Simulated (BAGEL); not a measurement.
# BH3O2 (SMILES OBO) at 3 levels

Wanted: a comparison of 3 runs (HF/STO-3G, HF/3-21G, HF/def2-TZVP) of BH3O2. 

Program for the calculation: BAGEL 1.2.2.

**1. The system as given**

BH3O2 has 6 atoms, charge 0, and is taken as a singlet. SMILES: `OBO`. One bond was lengthened or shortened from a relaxed shape.

Bond lengths: O1–B2 1.763 Å, B2–O3 1.356 Å, O1–H4 0.958 Å, B2–H5 1.204 Å, O3–H6 0.958 Å. Angles: O1–B2–O3 116.8°, O1–B2–H5 121.6°, O3–B2–H5 121.6°, B2–O1–H4 112.7°, B2–O3–H6 112.7°.

**2. A single-point energy at HF/STO-3G (density fitting with qzvpp-jkfit) (run 1)**

Input file input.json:

```json
{ "bagel" : [

{
  "title" : "molecule",
  "basis" : "sto-3g",
  "df_basis" : "qzvpp-jkfit",
  "angstrom" : true,
  "geometry" : [
    { "atom" : "O", "xyz" : [   -1.543939,   -0.690293,   -0.305474 ] },
    { "atom" : "B", "xyz" : [    0.049500,    0.028100,   -0.072900 ] },
    { "atom" : "O", "xyz" : [    0.580600,   -0.053800,    1.172500 ] },
    { "atom" : "H", "xyz" : [   -1.862439,   -0.599293,   -1.204274 ] },
    { "atom" : "H", "xyz" : [    0.637800,    0.565600,   -0.976100 ] },
    { "atom" : "H", "xyz" : [    1.445200,    0.354100,    1.232800 ] }
  ]
},
{ "title" : "hf" },
{ "title" : "print", "file" : "orbitals.molden", "orbitals" : true }

]}
```

Launch:

```bash
$ BAGEL_NUM_THREADS=1 BAGEL input.json > input.out
```

What it wrote:

```text
* using 1 threads per process

  ===============================================================
  ===============================================================

  *** Geometry ***

  { "atom" : "O", "xyz" : [     -2.917622,     -1.304465,     -0.577262 ] },
  { "atom" : "B", "xyz" : [      0.093541,      0.053101,     -0.137761 ] },
  { "atom" : "O", "xyz" : [      1.097175,     -0.101667,      2.215704 ] },
  { "atom" : "H", "xyz" : [     -3.519500,     -1.132500,     -2.275748 ] },
  { "atom" : "H", "xyz" : [      1.205267,      1.068829,     -1.844562 ] },
  { "atom" : "H", "xyz" : [      2.731032,      0.669152,      2.329654 ] },

  Number of auxiliary basis functions:      283

  Since a DF basis is specified, we compute 2- and 3-index integrals:
    o Being stored without compression. Storage requirement is 0.001 GB

  Number of basis functions:       18
  Number of electrons      :       24

    * METHOD: MOLECULE                             0.04

  *** RHF ***

  === Nuclear Repulsion ===
    60.3509635778

      * DIIS with orbital gradients will be used.

  === RHF iteration (sto-3g) ===
      0       -173.65953302          0.03697333           0.00
      1       -173.77240674          0.01576144           0.00
      2       -173.79225887          0.00248389           0.00
[... 9 lines of this table left out ...]
     12       -173.79335726          0.00000001           0.00
    * SCF iteration converged.

    * Permanent dipole moment:
           (   -0.892157,    -0.542631,     0.380160) a.u.

    * METHOD: HF                                   0.05

    * METHOD: PRINT                                0.00

  ===============================================================
```

Wall time 0.26 s (1 thread of Arm Neoverse V2, shared host).

**3. The energy at HF/3-21G (density fitting with qzvpp-jkfit) (run 2)**

Input file job.json:

```json
{ "bagel": [

{
  "title": "molecule",
  "basis": "3-21g",
  "df_basis": "qzvpp-jkfit",
  "angstrom": true,
  "geometry": [
    { "atom": "O", "xyz": [   -1.543939,   -0.690293,   -0.305474 ] },
    { "atom": "B", "xyz": [    0.049500,    0.028100,   -0.072900 ] },
    { "atom": "O", "xyz": [    0.580600,   -0.053800,    1.172500 ] },
    { "atom": "H", "xyz": [   -1.862439,   -0.599293,   -1.204274 ] },
    { "atom": "H", "xyz": [    0.637800,    0.565600,   -0.976100 ] },
    { "atom": "H", "xyz": [    1.445200,    0.354100,    1.232800 ] }
  ]
},
{ "title": "hf" },
{ "title": "print", "file": "orbitals.molden", "orbitals": true }

]}
```

Launch:

```bash
$ BAGEL_NUM_THREADS=1 BAGEL job.json > job.out
```

What it wrote:

```text
* using 1 threads per process

  ===============================================================
  ===============================================================

  *** Geometry ***

  { "atom" : "O", "xyz" : [     -2.917622,     -1.304465,     -0.577262 ] },
  { "atom" : "B", "xyz" : [      0.093541,      0.053101,     -0.137761 ] },
  { "atom" : "O", "xyz" : [      1.097175,     -0.101667,      2.215704 ] },
  { "atom" : "H", "xyz" : [     -3.519500,     -1.132500,     -2.275748 ] },
  { "atom" : "H", "xyz" : [      1.205267,      1.068829,     -1.844562 ] },
  { "atom" : "H", "xyz" : [      2.731032,      0.669152,      2.329654 ] },

  Number of auxiliary basis functions:      283

  Since a DF basis is specified, we compute 2- and 3-index integrals:
    o Being stored without compression. Storage requirement is 0.002 GB

  Number of basis functions:       33
  Number of electrons      :       24

    * METHOD: MOLECULE                             0.04

  *** RHF ***

  === Nuclear Repulsion ===
    60.3509635778

      * DIIS with orbital gradients will be used.

  === RHF iteration (3-21g) ===
      0       -175.00463739          0.05130931           0.00
      1       -175.13155950          0.03387212           0.00
      2       -175.21010166          0.00307656           0.00
[... 10 lines of this table left out ...]
     13       -175.21155233          0.00000001           0.00
    * SCF iteration converged.

    * Permanent dipole moment:
           (   -1.195232,    -0.783149,     0.713414) a.u.

    * METHOD: HF                                   0.08

    * METHOD: PRINT                                0.00

  ===============================================================
```

Wall time 0.28 s (1 thread of Arm Neoverse V2, shared host).

**4. A single-point energy at HF/def2-TZVP (density fitting with qzvpp-jkfit) (run 3)**

Input file job.json:

```json
{ "bagel" : [

{
  "title" : "molecule",
  "basis" : "def2-tzvp.json",
  "df_basis" : "qzvpp-jkfit",
  "angstrom" : true,
  "geometry" : [
    { "atom" : "O", "xyz" : [   -1.543939,   -0.690293,   -0.305474 ] },
    { "atom" : "B", "xyz" : [    0.049500,    0.028100,   -0.072900 ] },
    { "atom" : "O", "xyz" : [    0.580600,   -0.053800,    1.172500 ] },
    { "atom" : "H", "xyz" : [   -1.862439,   -0.599293,   -1.204274 ] },
    { "atom" : "H", "xyz" : [    0.637800,    0.565600,   -0.976100 ] },
    { "atom" : "H", "xyz" : [    1.445200,    0.354100,    1.232800 ] }
  ]
},
{
  "title" : "hf"
},
{
  "title" : "print",
  "file" : "orbitals.molden",
  "orbitals" : true
}

]}
```

The basis set def2-TZVP is read from a file made from the Basis Set Exchange's data (not shown).

Launch:

```bash
$ BAGEL_NUM_THREADS=1 BAGEL job.json > job.out
```

What it wrote:

```text
* using 1 threads per process

  ===============================================================
  ===============================================================

  *** Geometry ***

  { "atom" : "O", "xyz" : [     -2.917622,     -1.304465,     -0.577262 ] },
  { "atom" : "B", "xyz" : [      0.093541,      0.053101,     -0.137761 ] },
  { "atom" : "O", "xyz" : [      1.097175,     -0.101667,      2.215704 ] },
  { "atom" : "H", "xyz" : [     -3.519500,     -1.132500,     -2.275748 ] },
  { "atom" : "H", "xyz" : [      1.205267,      1.068829,     -1.844562 ] },
  { "atom" : "H", "xyz" : [      2.731032,      0.669152,      2.329654 ] },

  Number of auxiliary basis functions:      283

  Since a DF basis is specified, we compute 2- and 3-index integrals:
    o Being stored without compression. Storage requirement is 0.028 GB

  Number of basis functions:      111
  Number of electrons      :       24

    * METHOD: MOLECULE                             0.09

  *** RHF ***

  === Nuclear Repulsion ===
    60.3509635778

      * DIIS with orbital gradients will be used.

  === RHF iteration (def2-tzvp.json) ===
      0       -175.85285914          0.03317019           0.02
      1       -176.02531759          0.02636092           0.02
      2       -176.26401759          0.00239732           0.02
[... 11 lines of this table left out ...]
     14       -176.26732517          0.00000001           0.02
    * SCF iteration converged.

    * Permanent dipole moment:
           (   -1.211509,    -0.754412,     0.579891) a.u.

    * METHOD: HF                                   0.41

    * METHOD: PRINT                                0.02

  ===============================================================
```

It took 0.68 s on 1 thread of Arm Neoverse V2, shared host.

**5. The series**

| run | level | energy (Eh) | dipole moment (D) | HOMO energy (eV) | LUMO energy (eV) | wall time |
| --- | --- | --- | --- | --- | --- | --- |
| 1 | HF/STO-3G (density fitting with qzvpp-jkfit) | -173.793357 | 2.82 | -9.06 | 8.15 | 0.26 s |
| 2 | HF/3-21G (density fitting with qzvpp-jkfit) | -175.211552 | 4.06 | -11.97 | 4.06 | 0.28 s |
| 3 | HF/def2-TZVP (density fitting with qzvpp-jkfit) | -176.267325 | 3.92 | -12.60 | 2.95 | 0.68 s |

**6. What came out**

| quantity | value |
| --- | --- |
| run 3: total energy | -176.26733 Eh |
| run 3: dipole moment | 3.92 D |
| run 3: HOMO energy | -12.60 eV |
| run 3: LUMO energy | 2.95 eV |
| run 3: HOMO–LUMO gap | 15.55 eV |

In words: The dipole moment (its size) runs from 2.82 D (HF/STO-3G) to 4.06 D (HF/3-21G). The HOMO–LUMO gap runs from 15.55 eV (HF/def2-TZVP) to 17.21 eV (HF/STO-3G). In run 1 the basis is minimal, so the values are rough. All runs together took 1.2 s, the longest 0.68 s.
